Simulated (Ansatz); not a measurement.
# One shape, several levels: BClO (boron chloride oxide)

We compute a comparison of 6 runs (BLYP/STO-3G, HSE06/STO-3G, PBE0/STO-3G, UB3LYP/STO-3G, r2SCAN0/STO-3G, BCCD(T)/STO-3G) of BClO (boron chloride oxide). 

Program for the calculation: Ansatz 0.2.0.

61 further runs of the same task are left out: 15 that didn't finish, 46 set aside as unsound or not needed.

**1. The molecule**

BClO has 3 atoms, charge 0, and is taken as a singlet. SMILES: `O=BCl`. The B2–O1 distance was set to 2.983 Å, away from the relaxed value. At this shape a bond of the SMILES string is far longer than usual.

Bond lengths: B2–Cl3 1.639 Å.

**2. A single-point energy at BLYP/STO-3G (run 1)**

in.yaml reads:

```yaml
crystal:
  periodic: [false, false, false]
  atoms:
    - {symbol: O, position_ang: [2.379316, 1.415591, 1.463292]}
    - {symbol: B, position_ang: [0.113080, 0.066620, 0.069470]}
    - {symbol: Cl, position_ang: [-1.132640, -0.672810, -0.696460]}
basis:
  gaussian:
    orbitals: STO-3G
hamiltonian:
  xc: {name: BLYP}
accuracy: high
```

Launch:

```
$ ansatz run in.yaml --threads 1 --pin off --max-ram 2610MiB --events-out events.jsonl --progress --plain --runs-dir runs
```

Standard output:

```text
Warning: RAYON_NUM_THREADS=1 ignored (pool sized by the plan → 1); use --threads N
Functional definition: BLYP
  name "BLYP"
  parameter beta = 0.0042
  parameter a = 0.04918
  parameter b = 0.132
  parameter c = 0.2533
  parameter d = 0.349
  exchange = b88_x(beta = beta)
  correlation = lyp_c(a = a, b = b, c = c, d = d)
303 factors; integrals over basis functions are off by at most 2.2e-8 eV
mean field evaluation 1: about -15043.6489 eV, gradient 5.9e1 eV
mean field evaluation 2: about -14665.2546 eV, gradient 3.0e2 eV
mean field evaluation 4: about -15004.3574 eV, gradient 4.1e1 eV
mean field evaluation 8: about -15060.0979 eV, gradient 2.3e0 eV
mean field evaluation 16: about -15060.1408 eV, gradient 1.7e-6 eV
mean field evaluation 32: about -15059.5205 eV, gradient 2.0e-3 eV
mean field evaluation 64: about -15060.0839 eV, gradient 9.6e-1 eV
mean field -15060.14076261 eV, -553.4499648958 hartree, gradient 1.4e-8 eV, S^2 0.000000; 7 other end points of the search recorded, 0 dependent functions left out
reference -15060.14079619 eV, -553.4499661299 hartree; 15, 15 occupied and 4, 4 virtual orbitals, 303 factors
Total energy: -15060.14079619 eV, -553.4499661299 hartree
```

Wall time 1.8 s (1 thread of Arm Neoverse V1, shared host).

**3. A single-point energy at HSE06/STO-3G (run 2)**

run.yaml reads:

```yaml
crystal:
  periodic: [false, false, false]
  atoms:
    - {symbol: O, position_ang: [2.379316, 1.415591, 1.463292]}
    - {symbol: B, position_ang: [0.113080, 0.066620, 0.069470]}
    - {symbol: Cl, position_ang: [-1.132640, -0.672810, -0.696460]}
basis:
  gaussian:
    orbitals: STO-3G
hamiltonian:
  xc: hse06
accuracy: high
```

Launch:

```
$ ansatz run run.yaml --threads 1 --pin off --max-ram 2610MiB --events-out events.jsonl --progress --plain --runs-dir runs
```

Standard output:

```text
Warning: RAYON_NUM_THREADS=1 ignored (pool sized by the plan → 1); use --threads N
Functional definition: HSE06
  name "HSE06"
  parameter a = 0.25
  parameter omega = 0.11/bohr
  exchange = pbe_x - a*pbe_x_sr(omega) + a*exact_x_sr(omega)
  correlation = pbe_c
303 factors; integrals over basis functions are off by at most 2.2e-8 eV
57 factors; integrals over basis functions are off by at most 1.3e-9 eV
mean field evaluation 1: about -15030.0127 eV, gradient 6.4e1 eV
mean field evaluation 2: about -14562.2530 eV, gradient 1.3e2 eV
mean field evaluation 4: about -14549.1654 eV, gradient 3.5e1 eV
mean field evaluation 8: about -15055.3690 eV, gradient 3.1e0 eV
mean field evaluation 16: about -15055.5333 eV, gradient 1.1e-8 eV
mean field -15055.53327923 eV, -553.2806430046 hartree, gradient 6.0e-8 eV, S^2 0.000000; 2 other end points of the search recorded, 0 dependent functions left out
reference -15055.53328065 eV, -553.2806430571 hartree; 15, 15 occupied and 4, 4 virtual orbitals, 303 factors
Total energy: -15055.53328065 eV, -553.2806430571 hartree
```

Wall time 1.2 s (1 thread of Arm Neoverse V1, shared host).

Runs 3 to 5 aren't shown in full; the table further down has their settings and results.

**4. A single-point energy at BCCD(T)/STO-3G (run 6)**

run.yaml reads:

```yaml
crystal:
  periodic: [false, false, false]
  atoms:
    - symbol: O
      position_ang: [2.379316, 1.415591, 1.463292]
    - symbol: B
      position_ang: [0.113080, 0.066620, 0.069470]
    - symbol: Cl
      position_ang: [-1.132640, -0.672810, -0.696460]
basis:
  gaussian: {orbitals: STO-3G}
correlation: {method: bccd_t, frozen_orbitals: {B: 1, Cl: 5, O: 1}}
accuracy: high
scf: {omitted_lower_state_checks: [cluster_reference, increment]}
```

Launch:

```
$ ansatz run run.yaml --threads 1 --pin off --max-ram 2610MiB --events-out events.jsonl --progress --plain --runs-dir runs
```

Standard output:

```text
Warning: RAYON_NUM_THREADS=1 ignored (pool sized by the plan → 1); use --threads N
[... 14 lines left out ...]
7 core orbitals not correlated: weight in the atoms' cores, before any rotation towards them, 1.000 or more for the frozen orbitals, at most 0.000 for the correlated occupied ones
[... 81 lines left out ...]
Total energy: -15037.41968604 eV, -552.6149807329 hartree
Checks for a lower state left out: cluster_reference, increment
```

Run time: 0.42 s. Hardware: 1 thread of Arm Neoverse V1, shared host.

**5. Overview of the runs**

```tsv
run	level	frozen core orbitals	energy (Eh)	wall time
1	BLYP/STO-3G	–	-553.449966	1.8 s
2	HSE06/STO-3G	–	-553.280643	1.2 s
3	PBE0/STO-3G	–	-553.292802	1.3 s
4	UB3LYP/STO-3G	–	-553.606652	24 s
5	r2SCAN0/STO-3G	–	-553.487508	3.3 s
6	BCCD(T)/STO-3G	7	-552.614981	0.42 s
```

**6. Summary of results**

```
                                          quantity          value
                               run 6: total energy  -552.61498 Eh
run 6: correlation energy (7 core orbitals frozen)     -108.2 mEh
                             run 6: (T) correction      -3.01 mEh
```

Totals of different functionals can't be ranked against each other. In run 6 the log says that unrestricted orbitals would lower the reference, so the values rest on an unstable closed-shell determinant (other closed-shell runs at this shape may share the fault). In runs 1, 2, 3, 4, 5, 6 the basis is minimal, so the values are rough. Spin contamination of the reference: run 4 ⟨S²⟩ = 1.00. Where it is this large, the reference is a mixture of spin states, and values that rest on it are in doubt. All runs together took 32 s, the longest 24 s.
